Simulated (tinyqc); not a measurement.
LCCD on RHF in the sto-3g basis, frozen core, for LiH, spin multiplicity 1, step by step. One step of it, computed by the program tinyqc.

Problem. LCCD: starting amplitudes. t_ij^ab = <ij||ab> / (e_i + e_j - e_a - e_b), whose energy is MP2.

orbital energies (hartree): MO1 -2.354298, MO2 -0.268204, MO3 0.076104, MO4 0.163523, MO5 0.163523, MO6 0.491151

Two-electron integrals over orbitals (pq|rs), unique and non-zero (hartree); the lowest 1 orbital is frozen and left out:
```
(22|22) 0.473951    (32|22) -0.052101   (32|32) 0.015358    (33|22) 0.218662
(33|32) 0.010061    (33|33) 0.335343    (42|42) 0.022435    (43|42) 0.019521
(43|43) 0.041282    (44|22) 0.260727    (44|32) 0.008138    (44|33) 0.281396
(44|44) 0.312946    (52|52) 0.022435    (53|52) 0.019521    (53|53) 0.041282
(54|54) 0.016869    (55|22) 0.260727    (55|32) 0.008138    (55|33) 0.281396
(55|44) 0.279207    (55|55) 0.312946    (62|22) 0.118054    (62|32) -0.037339
(62|33) -0.016395   (62|44) -0.025221   (62|55) -0.025221   (62|62) 0.126334
(63|22) -0.052842   (63|32) 0.011689    (63|33) 0.036020    (63|44) 0.004084
(63|55) 0.004084    (63|62) -0.034064   (63|63) 0.027310    (64|42) -0.019369
(64|43) -0.013238   (64|64) 0.019821    (65|52) -0.019369   (65|53) -0.013238
(65|65) 0.019821    (66|22) 0.444616    (66|32) -0.045626   (66|33) 0.240098
(66|44) 0.265053    (66|55) 0.265053    (66|62) 0.121234    (66|63) -0.044987
(66|66) 0.444307
```

Give: Starting amplitudes; correlation energy.

Solution.

Starting amplitudes (spin orbitals 1a, 1b, ...; amplitudes related by a flip of all spins are not repeated):

| from | to | t |
|---|---|---|
| 2a 2b | 6a 6b | -0.083 |
| 2a 2b | 3a 6b | 0.034 |
| 2a 2b | 5a 5b | -0.026 |
| 2a 2b | 4a 4b | -0.026 |
| 2a 2b | 3a 3b | -0.022 |

correlation energy = -0.01454 hartree
